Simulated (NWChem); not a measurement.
**Correlation energy of N**

```
N
```
Charge 0, spin multiplicity 4.

Everything below was run with NWChem.

Basis set: cc-pVTZ. Each correlation energy counts from its own Hartree-Fock reference.

```
method           correlation energy (mHa)
---------------  ------------------------
CCSD on UHF                        -111.7
CCSD[T] on ROHF                    -117.4
URI-MP2                             -95.9
CCSD(T) on ROHF                    -117.4
UMP2                                -95.9
SCS-UMP2                            -89.7
CCSDT on ROHF                      -117.5
CCSD(T) on UHF                     -114.0
CCSD on ROHF                       -114.8
CCSD[T] on UHF                     -114.0
```

The values span 27.8 mHa, from CCSDT on ROHF (lowest) to SCS-UMP2 (highest). 

The correlated methods keep 1 core orbital frozen. The stability of the SCF solutions was not checked. Open-shell Hartree-Fock references start from PBE0 orbitals. Coupled-cluster values serve here as a point of comparison, not as the truth.
